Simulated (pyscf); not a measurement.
Optimised with ωB97X-D3(BJ)/def2-SVP in PySCF. MP2 and CC: frozen core, UHF for open shells. ΔMP2 is the change of the MP2 total energy from the triple- to the quadruple-zeta basis.

SMILES: O=BC=C
```xyz
7

C      0.5129    -0.2771     0.4998
C     -0.6123    -0.6949    -0.0951
B     -1.5084     0.2559    -0.8961
O     -2.2124     1.0058    -1.5277
H      0.8464     0.7647     0.4435
H      1.1478    -0.9646     1.0693
H     -0.9089    -1.7468    -0.0133
```
Charge 0, spin multiplicity 1.

Question: What is the homolytic dissociation enthalpy (298 K, CCSD(T)/def2-TZVPP + ΔMP2(QZVPP)) of the B–C bond of `[CH2]=[CH][B]=[O]`, to •HC=CH₂ + [B=O]•?

Answer: B–C to •HC=CH₂ + [B=O]•: 5.20 eV. The radicals are drawn with the spin at the cut bond; how far it spreads was not checked. Other isomers of •HC=CH₂ were not searched in full and may lie lower. The CCSD(T) − MP2 part came from Ansatz, without density fitting, on the same reference. A UHF reference is spin-contaminated (<S²> up to 0.96), which harms MP2 most.
